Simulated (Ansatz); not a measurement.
# Worked example: correlation energy of [OH···H···NH], triplet

Geometry: a point of a hydrogen-transfer path between rigid fragments, not a stationary point.

```xyz
5

O    -1.1974    0.0024    0.0000
H    -1.4467    0.9289    0.0000
H    -0.1574    0.0024    0.0000
N     1.3656    0.0024    0.0000
H     1.6347   -1.0019    0.0000
```

Basis cc-pVDZ; Ansatz 0.2.0. Correlated methods freeze the noble-gas cores, which leaves 14 electrons in 41 orbitals. R marks a restricted (for open shells ROHF) determinant, U an unrestricted one.

Full CI isn't at hand for all of this; UCCSDT(Q) serves as the reference, and is uncertain by about the last step of the cluster series.

Runs differ by some tens of microhartree through their thresholds and, for an open shell, their frozen cores, so steps under 0.03 kcal/mol mean nothing.

| level | total energy (hartree) |
| --- | --- |
| UHF | -130.972000 |
| UMP2 | -131.286890 |
| UCCSD | -131.315383 |
| UCCSD(T) | -131.321134 |
| UCCSDT | -131.321704 |
| UCCSDT(Q) | -131.322402 |

What is the correlation energy at UCCSDT(Q), and what share of it do UMP2 and UCCSDT recover?

E(corr) = -131.322402 − (-130.972000) = -0.350402 hartree = -9.535 eV. UMP2: -0.314890 / -0.350402 = 89.87 %. UCCSDT: -0.349704 / -0.350402 = 99.80 %.

By how many kcal/mol does UCCSD(T) miss UCCSDT(Q) (1 hartree = 627.509 kcal/mol), and which steps make up the rest?

-131.321134 − (-131.322402) = 0.001268 hartree = 0.80 kcal/mol. Steps: UCCSDT − UCCSD(T) = -0.36, UCCSDT(Q) − UCCSDT = -0.44 kcal/mol. That is within 1 kcal/mol of the reference in this basis, which itself misses far more of the correlation at the basis-set limit.
